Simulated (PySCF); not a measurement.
# quartet NS at 5 levels

Aim: a comparison of 5 runs (U-r2SCAN/cc-pVTZ, U-wB97M-V/cc-pVTZ, UB3LYP/cc-pVTZ, UPBE/cc-pVTZ, UTPSS/cc-pVTZ) of quartet NS. The job is set up through a Python script.

Program for the calculation: PySCF 2.14.0.

7 further runs of the same task are left out: 2 that didn't finish, 5 set aside as unsound or not needed.

## 1. Starting point

The species is NS (2 atoms), meant as a quartet with charge 0. As SMILES of the parent species, `[N]=S`. Geometry: relaxed at GFN2-xTB. That shape belongs to the parent species and isn't relaxed for this state.

Bond lengths: N1–S2 1.463 Å.

## 2. The energy at U-r2SCAN/cc-pVTZ (run 1)

The input, calc.py:

```python
from pyscf import gto, dft

mol = gto.Mole()
mol.atom = [
    ('N', (0.000000, 0.000000, 0.000000)),
    ('S', (0.000000, 0.000000, 1.463180)),
]
mol.charge = 0
mol.basis = 'cc-pvtz'
mol.spin = 3
mol.max_memory = 1860
mol.verbose = 4
mol.build()

myscf = dft.UKS(mol, xc='r2scan')
myscf.conv_tol = 1e-10
myscf.grids.level = 5
myscf.kernel()
if not myscf.converged:
    myscf = myscf.newton().run(myscf.mo_coeff, myscf.mo_occ)

e_final = myscf.e_tot
print('E(%s) = %.9f' % ('R2SCAN', e_final))
```

Run with:

```
$ OMP_NUM_THREADS=1 python calc.py
```

Log:

```text
PySCF version 2.14.0

[... 60 lines left out ...]
[... the frontier-level lines of each cycle are left out ...]
[... 11 lines left out ...]
[... 11 lines left out ...]
[... 11 lines left out ...]
[... 11 lines left out ...]
[... 1 line left out ...]
cycle= 10 E= -452.711985266261  delta_E= -8.71e-10  |g|= 4.68e-06  |ddm|= 4.34e-05


cycle= 11 E= -452.711985266278  delta_E= -1.72e-11  |g|= 1.45e-06  |ddm|= 6.06e-06


Extra cycle  E= -452.711985266272  delta_E= 5.74e-12  |g|= 3.58e-06  |ddm|= 2.78e-06
converged SCF energy = -452.711985266272  <S^2> = 3.76856  2S+1 = 4.0092693
E(R2SCAN) = -452.711985266
```

It took 13 s on 1 thread of Arm Neoverse V2, shared host; peak memory 0.34 GiB.

## 3. A single-point energy at U-wB97M-V/cc-pVTZ (run 2)

The input, calc.py:

```python
from pyscf import gto, dft

system = gto.M(
    atom=[
    ('N', (0.000000, 0.000000, 0.000000)),
    ('S', (0.000000, 0.000000, 1.463180)),
],
    verbose=3,
    max_memory=1860,
    spin=3,
    basis='cc-pvtz',
)

mf = dft.UKS(system)
mf.xc = 'wb97m-v'
mf.conv_tol = 1e-10
mf.nlcgrids.level = 1
mf.grids.level = 5
mf.kernel()
if not mf.converged:
    mf = mf.newton().run(mf.mo_coeff, mf.mo_occ)

etot = mf.e_tot
print(f'total energy: {etot:.8f} hartree')
```

Run with:

```
$ OMP_NUM_THREADS=1 python calc.py
```

Log:

```text
WARN: HOMO -0.132231334464301 >= LUMO -0.389271885222267

converged SCF energy = -452.721080784547  <S^2> = 3.762849  2S+1 = 4.0064194
total energy: -452.72108078 hartree
```

It took 22 s on 1 thread of Arm Neoverse V2, shared host; peak memory 0.34 GiB.

Runs 3 to 4 aren't shown in full; the table further down has their settings and results.

## 4. The energy at UTPSS/cc-pVTZ (run 5)

The input, calc.py:

```python
from pyscf import gto, dft

mol = gto.M(
    atom='''
N    0.000000   0.000000   0.000000
S    0.000000   0.000000   1.463180
''',
    max_memory=1860,
    charge=0,
    basis='cc-pvtz',
    verbose=3,
    spin=3,
)

mf = dft.UKS(mol)
mf.xc = 'tpss'
mf.conv_tol = 1e-10
mf.grids.level = 5
mf.kernel()
if not mf.converged:
    mf = mf.newton().run(mf.mo_coeff, mf.mo_occ)

etot = mf.e_tot
print(f'total energy: {etot:.8f} hartree')
```

Run with:

```
$ OMP_NUM_THREADS=1 python calc.py
```

Log:

```text
WARN: HOMO -0.162346609345112 >= LUMO -0.369654217890533

WARN: HOMO -0.177896271105897 >= LUMO -0.275533041373477

WARN: HOMO -0.19229643313112 >= LUMO -0.303697563029899

WARN: HOMO -0.190963598648727 >= LUMO -0.29206048300237

WARN: HOMO -0.190427506271113 >= LUMO -0.289891212937

WARN: HOMO -0.191555806287907 >= LUMO -0.29073983567454

WARN: HOMO -0.191286812368508 >= LUMO -0.290438216922835

WARN: HOMO -0.191348447815337 >= LUMO -0.290486795911093

WARN: HOMO -0.191352748108429 >= LUMO -0.290495541534353

WARN: HOMO -0.191348107470279 >= LUMO -0.290489579509503

WARN: HOMO -0.191348432998686 >= LUMO -0.290489469200185

WARN: HOMO -0.191348347025107 >= LUMO -0.290489347915633

converged SCF energy = -452.797000680468  <S^2> = 3.7611047  2S+1 = 4.0055485
total energy: -452.79700068 hartree
```

Wall time 14 s (1 thread of Arm Neoverse V2, shared host); peak memory 0.34 GiB.

## 5. All runs side by side

```tsv
run	level	nlc grid	energy (Eh)	dipole moment (D)	HOMO energy (eV)	⟨S²⟩	wall time
1	U-r2SCAN/cc-pVTZ	–	-452.711985	0.16	-5.50	3.769	13 s
2	U-wB97M-V/cc-pVTZ	1	-452.721081	0.23	-8.57	3.763	22 s
3	UB3LYP/cc-pVTZ	–	-452.778137	0.33	-6.21	3.763	6.6 s
4	UPBE/cc-pVTZ	–	-452.532205	0.37	-5.05	3.758	5.7 s
5	UTPSS/cc-pVTZ	–	-452.797001	0.29	-5.21	3.761	14 s
```

## 6. Results

```
                                 quantity          value
                      run 5: total energy  -452.79700 Eh
                     run 5: dipole moment         0.29 D
run 5: HOMO energy (highest over α and β)       -5.21 eV
                              run 5: ⟨S²⟩          3.761
```

In words: The dipole moment (its size) runs from 0.16 D (U-r2SCAN/cc-pVTZ) to 0.37 D (UPBE/cc-pVTZ). Totals of different functionals can't be ranked against each other. All runs together took 61 s, the longest 22 s.
